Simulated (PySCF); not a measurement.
Nonlinear optical response: `C=C=C=CCl`, C4H3Cl

Geometry:
| atom | x (Å) | y (Å) | z (Å) |
| --- | --- | --- | --- |
| C1 | -1.980 | -0.217 | 0.187 |
| C2 | -0.683 | -0.066 | 0.084 |
| C3 | 0.568 | 0.072 | -0.018 |
| C4 | 1.860 | 0.241 | -0.114 |
| Cl5 | 2.954 | -1.043 | -0.460 |
| H6 | -2.628 | 0.624 | 0.409 |
| H7 | -2.440 | -1.190 | 0.054 |
| H8 | 2.347 | 1.200 | 0.014 |

Computed with quadratic response CAM-B3LYP/aug-cc-pVTZ first hyperpolarisability, Taylor convention, gas phase in PySCF 2.14.0. Geometry: PBE0-D3(BJ)/def2-TZVP.

(1) What is the first hyperpolarisability, and how does it disperse?

(2) Which lowest excitations, dipole and polarisabilities go with it?

Answers

(1) In au, Taylor convention; the vector part is βᵢ = ⅓ Σⱼ (βᵢⱼⱼ + βⱼᵢⱼ + βⱼⱼᵢ); β∥ is 3/5 of the vector part along the dipole, the dipole points from − to +:
| process | λ (nm) | β vector norm | β∥ | β HRS | depolarisation ratio |
| --- | --- | --- | --- | --- | --- |
| static β(0;0,0) | ∞ | 343.8 | -188.0 | 134.9 | 6.13 |
| second harmonic β(−2ω;ω,ω) | 1907 | 381.9 | -208.5 | 150.1 | 6.05 |
| Pockels β(−ω;ω,0) | 1907 | 355.9 | -194.5 | – | – |
| second harmonic β(−2ω;ω,ω) | 1064 | 491.8 | -267.6 | 194.3 | 5.84 |
| Pockels β(−ω;ω,0) | 1064 | 384.8 | -210.1 | – | – |

(2) S1 4.31 eV (f = 0.000); S2 4.98 eV (f = 0.001); S3 5.02 eV (f = 0.458); dipole 1.59 D; isotropic α 77.0 au static, 77.5 au at 1907 nm, 78.6 au at 1064 nm, 79.0 au at 953.5 nm, 84.2 au at 532 nm.
